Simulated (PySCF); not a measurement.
Species: C₄H₁₀N (charge +1).
SMILES: `C=CCC[NH3+]`

Theory: PySCF 2.14.0, density-fitted response routines, TDDFT PBE0/def2-SVPD, vertical, gas phase, core orbitals frozen in the response. Isolated species at its GFN2-xTB geometry (one conformer only). Torsions of this conformer, `[CH2:1]=[CH:2][CH2:3][CH2:4][NH3+:5]`: C1–C2–C3–C4 -92°, C2–C3–C4–N5 57°.

Task: Predict the UV-vis stick spectrum at this level.

Result: 

```json
{"state": "S1", "E (eV)": "7.03", "λ (nm)": "176.3", "f": "0.042", "main configurations (H = HOMO, L = LUMO)": "H→L+1 (98%)"}
{"state": "S2", "E (eV)": "7.38", "λ (nm)": "168.0", "f": "0.217", "main configurations (H = HOMO, L = LUMO)": "H→L (89%)"}
{"state": "S3", "E (eV)": "7.79", "λ (nm)": "159.2", "f": "0.019", "main configurations (H = HOMO, L = LUMO)": "H-1→L (94%)"}
{"state": "S4", "E (eV)": "8.20", "λ (nm)": "151.2", "f": "0.017", "main configurations (H = HOMO, L = LUMO)": "H→L+2 (96%)"}
{"state": "S5", "E (eV)": "8.67", "λ (nm)": "143.0", "f": "0.016", "main configurations (H = HOMO, L = LUMO)": "H→L+3 (69%), H-2→L (15%), H→L+4 (10%)"}
{"state": "S6", "E (eV)": "8.73", "λ (nm)": "142.1", "f": "0.0033", "main configurations (H = HOMO, L = LUMO)": "H-2→L (45%), H-1→L+1 (36%)"}
```

Triplets, Tamm–Dancoff:

```csv
state,E (eV),λ (nm),"main configurations (H = HOMO, L = LUMO)"
T1,4.52,274.6,H→L (94%)
T2,6.86,180.8,H→L+1 (98%)
```

The lowest singlet comes at 176 nm (679 kJ/mol) in the vacuum ultraviolet; it is of moderate strength; its leading configuration is HOMO→LUMO+1 (98%). The strongest level in the table is S2 at 7.38 eV (168 nm, f = 0.217). Löwdin shares by element: HOMO carbon 79% or more (atoms not listed hold the other 21%); LUMO carbon 63% or more, hydrogen 11% or more (atoms not listed hold the other 27%). The listed states span 1.70 eV, and the widest gap between neighbours is 0.47 eV (S4 to S5). Orbital energies (eV): HOMO-3 -15.93, HOMO-2 -15.10, HOMO-1 -14.26, HOMO -12.51, LUMO -4.67, LUMO+1 -4.48, LUMO+2 -3.24. Of the 6 states listed, 5 reach f = 0.01 and none stays under 0.0005. Singlets were solved by full linear response, triplets in the Tamm–Dancoff approximation.
